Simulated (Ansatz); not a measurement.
Which isomer of AlH3NO gives these data?

These gas-phase data were calculated for one isomer of AlH3NO at PBE0-D3(BJ)/pcseg-1 (harmonic, unscaled wavenumbers; equilibrium rotational constants with average atomic masses):

```
rotational constants            : 34.81, 6.366, 5.381 GHz
all wavenumbers above 1500 cm⁻¹ : 3951, 3696, 3585, 1525
dipole moment                   : 0.86 D (PBE0/def2-TZVPD)
```

Candidates:

(1) `[NH2][Al][OH]`, a doublet
(2) `[NH][AlH][OH]`, a doublet

**Question.** Which structure fits?

**Answer.** Candidate (1). No mode falls between 1700 and 2050 cm⁻¹, where the Al–H stretch of (2) would stand.

The same quantities for all candidates:

```
     rotational constants (GHz)  wavenumbers above 1500 cm⁻¹  dipole (D)  E above the lowest, PBE0-D3(BJ)/pcseg-1 (kcal/mol)
(1)         34.81, 6.366, 5.381       3951, 3696, 3585, 1525        0.86                                                 0.0
(2)         29.07, 6.546, 5.394             3963, 3607, 1972        1.35                                                33.7
```

Each candidate is one conformer. Open shells are spin-unrestricted. Programs: Ansatz 0.2.0.
